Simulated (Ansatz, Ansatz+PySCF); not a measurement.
```xyz
6

C     0.0000   -0.4117   -0.0523
O     0.0000   -0.3905    1.1538
N     0.0000    0.6799   -0.8543
H     0.0000   -1.3629   -0.6417
H     0.0000    0.5969   -1.8606
H     0.0000    1.6013   -0.4339
```

RHF-MP2 on singlet CH3NO was run in several spherical basis sets with Ansatz (development build ahead of 0.2.0). Frozen core: 3 orbitals.

**Question.** Rank the basis sets by the total energy that they give, lowest first, with the distance from the lowest.
A. cc-pVTZ
B. def2-TZVP
C. cc-pVDZ
D. 6-31G(d)
E. def2-SVP

**Answer.** A (0.00 eV), B (0.12 eV), C (4.75 eV), D (5.93 eV), E (8.63 eV).

Totals follow the description of the cores as much as that of the bonds, so this order isn't one of quality for chemistry.
